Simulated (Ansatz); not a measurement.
# Scan of [H···H···SiH₂], singlet

Starting geometry:

```xyz
5

H    -2.4199    0.0549    0.0000
H    -1.6749    0.0549    0.0000
Si    0.0961    0.0549    0.0000
H     0.7083   -0.8194    1.0900
H     0.7083   -0.8194   -1.0900
```

From there H2 is moved from one fragment to the other while all else, the fragments' distance too, stays fixed; atoms are numbered as listed. Energies are in kJ/mol, counted from the starting geometry at the same level. Kohn–Sham curves are unrestricted where that lies lower, except RKS.

Basis 6-31G; Ansatz 0.2.0. Correlated methods freeze the noble-gas cores.

Unrestricted Kohn–Sham rows aren't spin-pure: their determinants' ⟨S²⟩ exceeds S(S+1) by up to 0.79, so they mix in states of higher spin, at the starting point too.

In so small a basis the reference is far from its limit while semilocal and hybrid functionals are nearer theirs (RPA and double hybrids share much of the reference's basis error), so the functionals' errors here hold much of the reference's basis and frozen-core error, which can add to them or hide them.

Full CI is exact within this basis and frozen core; it isn't the basis-set limit.

```csv
distance H1-H2 (Å),full CI,PBE,revPBE,r2SCAN,PBE0,B3LYP,wB97M-V,B2PLYP,PBE-QIDH,RKS PBE0,RPA-PBE
0.693,1.6,6.8,5.9,5.5,4.3,3.6,2.0,1.4,0.9,4.3,1.9
0.745,0.0,0.0,0.0,0.0,0.0,0.0,0.0,0.0,0.0,0.0,0.0
0.792,5.9,1.7,2.4,2.5,4.0,4.6,6.3,7.4,7.0,4.0,5.8
0.840,16.8,8.9,10.4,10.1,13.5,14.8,18.4,20.3,19.1,13.7,16.6
0.887,30.3,20.1,22.1,20.8,26.1,28.7,34.5,35.8,33.5,27.4,30.6
0.934,45.4,34.3,36.8,33.5,40.6,45.0,53.8,52.7,48.8,44.1,48.6
0.981,61.3,50.4,53.4,47.5,56.2,62.3,74.1,69.8,64.0,63.6,70.0
1.029,78.1,68.6,71.8,62.8,72.9,80.9,94.6,87.1,79.1,86.0,92.2
1.076,95.2,88.0,91.5,79.2,90.4,100.0,114.6,104.4,94.1,110.8,114.3
```
